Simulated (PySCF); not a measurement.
# AlF: everyday levels beside a composite calculation

PySCF; the state is a singlet (closed shell). The composite is CCSD(T) extrapolated to the basis-set limit from two correlation-consistent sets, with core-valence (CV) and scalar-relativistic (SR) terms as its label shows; it has no spin–orbit coupling and nothing beyond (T). Here it is CCSD(T)/CBS(TQ)+CV+SR. It gives Re = 1.659 Å, ωe = 802 cm⁻¹ and De = 7.09 eV to Al + F.

```json
{"level": "RHF", "basis": "3-21G", "relativity": "no relativity", "Re (Å)": "1.661", "ωe (cm⁻¹)": "884", "De (eV)": "4.44"}
{"level": "RHF", "basis": "def2-TZVPPD", "relativity": "no relativity", "Re (Å)": "1.642", "ωe (cm⁻¹)": "831", "De (eV)": "5.16"}
{"level": "RHF-SCS-MP2", "basis": "def2-TZVPP", "relativity": "no relativity", "Re (Å)": "1.668", "ωe (cm⁻¹)": "790", "De (eV)": "6.99"}
{"level": "RHF-CCSD", "basis": "def2-TZVPPD", "relativity": "no relativity", "Re (Å)": "1.664", "ωe (cm⁻¹)": "795", "De (eV)": "6.72"}
{"level": "BLYP", "basis": "def2-SVPD", "relativity": "no relativity", "Re (Å)": "1.722", "ωe (cm⁻¹)": "724", "De (eV)": "7.01"}
{"level": "BP86", "basis": "3-21G", "relativity": "no relativity", "Re (Å)": "1.704", "ωe (cm⁻¹)": "788", "De (eV)": "6.58"}
{"level": "r²SCAN", "basis": "def2-TZVPP", "relativity": "no relativity", "Re (Å)": "1.664", "ωe (cm⁻¹)": "787", "De (eV)": "6.89"}
{"level": "PBE0", "basis": "pcseg-1", "relativity": "no relativity", "Re (Å)": "1.688", "ωe (cm⁻¹)": "783", "De (eV)": "6.58"}
{"level": "PBE0", "basis": "def2-SVPD", "relativity": "no relativity", "Re (Å)": "1.698", "ωe (cm⁻¹)": "765", "De (eV)": "6.74"}
{"level": "LC-ωPBE", "basis": "STO-3G", "relativity": "no relativity", "Re (Å)": "1.629", "ωe (cm⁻¹)": "968", "De (eV)": "7.50"}
```

Q: Give the difference of each row from the composite.

A: 

```csv
level,basis,ΔRe (pm),Δωe (%),ΔDe (eV)
RHF,3-21G,+0.2,+10.2,-2.65
RHF,def2-TZVPPD,-1.7,+3.6,-1.93
RHF-SCS-MP2,def2-TZVPP,+0.9,-1.5,-0.10
RHF-CCSD,def2-TZVPPD,+0.5,-0.9,-0.37
BLYP,def2-SVPD,+6.3,-9.7,-0.08
BP86,3-21G,+4.5,-1.7,-0.51
r²SCAN,def2-TZVPP,+0.5,-1.9,-0.20
PBE0,pcseg-1,+2.9,-2.4,-0.51
PBE0,def2-SVPD,+3.9,-4.6,-0.35
LC-ωPBE,STO-3G,-3.0,+20.7,+0.41
```

Q: Which rows come closest in De?

A: BLYP in def2-SVPD (-0.08 eV), counted from the composite.

Correlated steps freeze 6 core orbitals. Where the molecule has an RHF reference, its open-shell atoms are computed with UHF. 3-21G and STO-3G are very small, so such numbers show the basis as much as the molecule.
